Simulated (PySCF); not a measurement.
## S: ionisation energy

S [Ne] 3s2 3p4 [3p1/2^2 3p3/2^2, M_J = 2] → S⁺ [Ne] 3s2 3p3 [3p1/2^2 3p3/2^1, M_J = 3/2], as a difference of total energies. Computed with PySCF 2.14 in x2c-TZVPall-2c, with the two-component X2C-1e Hamiltonian. Correlated levels: [Ne] frozen; the 6 highest virtual spinors dropped. "Screened" scales the spin-orbit matrix elements by Boettger's factors to mimic the two-electron term; Breit and QED terms are absent.

```tsv
method	ionisation energy (eV)
GHF (spin-free)	9.087
GMP2 (spin-free)	9.955
GHF (screened spin-orbit)	9.113
GMP2 (screened spin-orbit)	9.980
```

Q: How much does correlation contribute at GMP2 (screened spin-orbit)?

A: 9.980 − (9.113) = 0.867 eV, measured against GHF (screened spin-orbit).

Errors of the correlated levels include the incompleteness of this basis and the frozen core.

The labels give the starting determinants; with spin-orbit coupling the two ends relaxed to ⟨J²⟩ = 6.02, ⟨L²⟩ = 2.01, ⟨S²⟩ = 2.00 and ⟨J²⟩ = 3.75, ⟨L²⟩ = 0.00, ⟨S²⟩ = 3.75.

For comparison: 10.360 eV (measured; NIST Atomic Spectra Database, ionization energies).
